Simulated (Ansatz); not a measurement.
Reaction: H5SiPO (SMILES O[SiH2]P) → SiPH4 (SMILES [SiH2]P, doublet) + HO (SMILES [OH], doublet) (the O-Si bond breaks)
Each species at its own B3LYP-D3(BJ)/def2-TZVP minimum (Ansatz, a first-principles code), one conformer.

Total energies in hartree (Ansatz). UHF or UKS for unpaired electrons; spin-orbit terms are left out. Correlated methods leave the cores frozen. No relativity.

```csv
species,HF/cc-pV(T+d)Z,CCSD(T)/cc-pV(T+d)Z,HF/cc-pV(Q+d)Z,CCSD(T)/cc-pV(Q+d)Z,CCSD(T)/cc-pV(D+d)Z,CCSDT(Q)/cc-pV(D+d)Z
"1: H5SiPO (hydroxysilylphosphane, SMILES O[SiH2]P)",-707.55788,-708.14711,-707.57180,-708.19930,-707.97014,-707.97229
"2: SiPH4 (SMILES [SiH2]P, doublet)",-631.99214,-632.31376,-631.99876,-632.33807,-632.23117,-632.23287
"3: HO (SMILES [OH], doublet)",-75.41896,-75.63769,-75.42557,-75.66159,-75.55935,-75.55979
```

Q: Work out the bond dissociation energy (electronic) in kcal/mol: take Hartree-Fock from cc-pV(Q+d)Z, extrapolate the CCSD(T) correlation energy as X^-3 (X = 3, 4), and add CCSDT(Q) - CCSD(T) in cc-pV(D+d)Z. 1 hartree = 627.51 kcal/mol.

A: 
Species 1: correlation (64·(-0.62750) - 27·(-0.58923))/37 = -0.65543; step -0.00215; E1 = -707.57180 + (-0.65543) + (-0.00215) = -708.22938
Species 2: correlation (64·(-0.33931) - 27·(-0.32162))/37 = -0.35222; step -0.00170; E2 = -631.99876 + (-0.35222) + (-0.00170) = -632.35268
Species 3: correlation (64·(-0.23602) - 27·(-0.21873))/37 = -0.24864; step -0.00044; E3 = -75.42557 + (-0.24864) + (-0.00044) = -75.67465
-1·E1 +1·E2 +1·E3 = 0.20205 hartree = 126.8 kcal/mol.
